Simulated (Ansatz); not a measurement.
Candidates: bcc Ta, bcc V, grey tin (α-Sn), fcc Au, fcc Ni, fcc Ca. Level: PBE0 (Ansatz, an electronic-structure program, PAW).

Ansatz's runs of these crystals have no spin polarisation, but for fcc Ni. Meta-GGA and hybrid levels favour moments, which can bear on bcc V, fcc Ni.

Density-functional runs with spin start from parallel moments for fcc Ni.

Spin–orbit coupling is left out, also for the solids with elements from indium on (bcc Ta, grey tin (α-Sn), fcc Au); its size isn't shown.

Ansatz's density-functional and Hartree–Fock values are scalar-relativistic unless marked +SOC, with PAW data made under PBE.

### Question
Which of them have a computed lattice constant a between 3.8 and 6.1 Å?

### Answer
fcc Au, fcc Ca. The values: bcc Ta 3.310 Å; bcc V 2.962 Å; grey tin (α-Sn) 6.544 Å; fcc Au 4.129 Å; fcc Ni 3.511 Å; fcc Ca 5.581 Å.
